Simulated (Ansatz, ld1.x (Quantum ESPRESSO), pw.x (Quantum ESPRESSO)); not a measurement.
**tungsten (W): one change to the PAW potential, in the atom and in the sc crystal**

ld1.x (Quantum ESPRESSO) 7.5 input, shortened:

```
&input
   title='W', zed=74., rel=1, dft='PW', iswitch=3,
   config='[Xe] 4f14 5d4 6s2 6p0'
 /
 &inputp
   pseudotype=3, lpaw=.true., tm=.true., lloc=-1, rcloc=1.35,
   nlcc=.true., new_core_ps=.true., rcore=0.90,
   which_augfun='BESSEL', rmatch_augfun=1.30
 /
6
5S  1  0   2.00   0.00  1.40  1.80  0.0
6S  2  0   2.00   0.00  1.40  1.80  0.0
5P  2  1   6.00   0.00  1.65  1.80  0.0
6P  3  1   0.00   0.00  1.65  1.80  0.0
5D  3  2   4.00   0.00  2.00  2.60  0.0
5D  3  2   0.00   3.40  2.00  2.60  0.0
 &test
   configts(1)='5s2 5p6 5d4 6s2 6p0'
 /
```

Change: reference 5s2 5p6 5d4 6s0 6p0.

Cutoffs, loose and tight: the cutoffs (Ry, on a coarse ladder) from which the occupation-weighted sum of valence levels, in a spherical-Bessel basis at the reference potential, stays within 10 and 1 mRy of its value at 400 Ry. They do not see the model core or the augmentation charge, which bear on the density cutoff. Test errors are all-electron minus pseudo excitation energies from the reference, over the configurations 5s2 5p6 5d4 6s1 6p0; 5s2 5p6 5d4 6s0 6p0; 5s2 5p6 5d3 6s0 6p0; 5s2 5p6 5d5 6s0 6p0; 5s2 5p6 5d5 6s1 6p0; 5s1 5p6 5d4 6s2 6p0; 5s2 5p6 5d4 6s0 6p2 (two spin-polarised tests are not counted in the largest error); variants that change the core or the reference have their own tests.

Crystal test: sc W in pw.x 7.5, no spin, 13³ k-points, Fermi–Dirac smearing 0.01 Ry, cutoffs set for each file from its atomic test. The reference is all-electron LAPW (Ansatz 0.2.0) with the same functional, mesh and smearing; V0 and B0 come from Birch–Murnaghan fits to the pressures at five volumes. Errors are pseudo minus all-electron; Δ is the rms difference of the E(V) curves that follow from these fits, minima aligned, over ±6 % about the mean V0. Mesh and smearing are coarse, so the numbers serve the comparison and aren't converged zero-temperature values; the lattice is a test structure that the element need not adopt.

All-electron: a0 = 2.590 Å (V0 = 17.36 Å³/atom), B0 = 240.5 GPa.

Does the change bring the crystal closer to the all-electron result?

The mean pressure error goes from -4.29 to -5.27 GPa, so the change moves the solid further from the all-electron pressures.

| quantity | base | changed |
| --- | --- | --- |
| outcome (atom) | generated | generated |
| cutoff, loose (atom) | 30 Ry | 25 Ry |
| cutoff, tight (atom) | 45 Ry | 45 Ry |
| bound ghosts (atom) | none | none |
| largest test error (meV) (atom) | -172 | -84 |
| cutoffs in pw.x (Ry) | 55/440 | 55/440 |
| a0 (Å) | 2.573 | 2.569 |
| a0 error (%) | -0.63 | -0.78 |
| B0 error (%) | +0.2 | +0.8 |
| Δ (meV/atom) | 17.3 | 21.3 |
| mean pressure error (GPa) | -4.29 | -5.27 |

Base: The largest radius (2.60 bohr) exceeds half the bond length (2.45 bohr), so the spheres overlap, which is one possible source of error among others. This is a poor potential for the solid. Changed file: The largest radius (2.60 bohr) exceeds half the bond length (2.45 bohr), so the spheres overlap, which is one possible source of error among others. This is a poor potential for the solid. The atomic cutoffs weigh occupied waves only.
